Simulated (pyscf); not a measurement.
**Four-centre exchange: H₂N–NH₂ + germane (GeH₄) -> H₂N–NH–GeH₃ + hydrogen (H₂)**

Gas phase, singlet surface, charge 0. Bonds broken: N1–H3, Ge7–H8. Bonds formed: N1–Ge7, H3–H8. Structures and frequencies: ωB97X-D3(BJ)/def2-SVP in PySCF.

Transition state (Å):

```xyz
11

N     -1.6345     0.1535    -0.3668
N     -2.3826    -0.1858     0.7961
H     -1.0253    -0.6452    -0.9960
H     -2.2244     0.6914    -1.0092
H     -2.0144    -1.0734     1.1399
H     -2.1866     0.5126     1.5172
Ge     0.2242     0.8568    -0.1773
H      0.0654    -0.7796    -1.4462
H      0.9072     1.5863    -1.3375
H      1.0651    -0.0736     0.6979
H     -0.2442     2.0032     0.7991
```

One imaginary mode, 1375i cm⁻¹; descent along it reached the two sides named.

```
bond    change  reactant side (Å)  saddle  product side
------  ------  -----------------  ------  ------------
N1–H3   breaks              1.021   1.185         2.490
Ge7–H8  breaks              1.533   2.077           4.0
N1–Ge7   forms                3.0   1.996         1.838
H3–H8    forms                3.1   1.188         0.764
```

Electronic energies relative to the separated reactants (kcal/mol):

| level | barrier | reaction energy | reverse barrier |
|---|---|---|---|
| ωB97X-D3(BJ)/def2-TZVP | 48.3 | +5.3 | 42.9 |
| PBE/def2-TZVP | 43.4 | +7.1 | 36.3 |
| r²SCAN/def2-TZVP | 45.2 | +6.0 | 39.1 |
| B3LYP-D3(BJ)/def2-TZVP | 47.5 | +6.2 | 41.4 |
| PBE0-D3(BJ)/def2-TZVP | 45.5 | +7.1 | 38.4 |
| M06-2X/def2-TZVP | 46.7 | +2.6 | 44.2 |
| ωB97M-D3(BJ)/def2-TZVP | 49.2 | +7.4 | 41.8 |
| HF/def2-TZVP | 66.8 | +10.5 | 56.3 |

With ωB97M-D3(BJ)/def2-TZVP energies and thermal terms (ideal gas, 1 atm, RRHO with modes under 100 cm⁻¹ raised to 100, one conformer, R ln 2 for chiral ones without a mode under 150 cm⁻¹), in kcal/mol:

| T (K) | ΔH‡ | ΔG‡ | ΔH | ΔG |
|---|---|---|---|---|
| 298 | 46.4 | 56.2 | +4.0 | +5.2 |
| 600 | 47.0 | 65.9 | +5.5 | +5.9 |
| 900 | 47.9 | 75.2 | +6.7 | +5.7 |
| 1200 | 48.9 | 84.2 | +7.5 | +5.3 |

H₂N–NH–GeH₃ lies 44.8 kcal/mol over its isomer H₂N–GeH₂–NH₂ (electronic energy, ωB97M-D3(BJ)/def2-TZVP). One saddle was located; it need not be the lowest between these sides. Elements up to Kr have no core potential and no relativistic terms here.
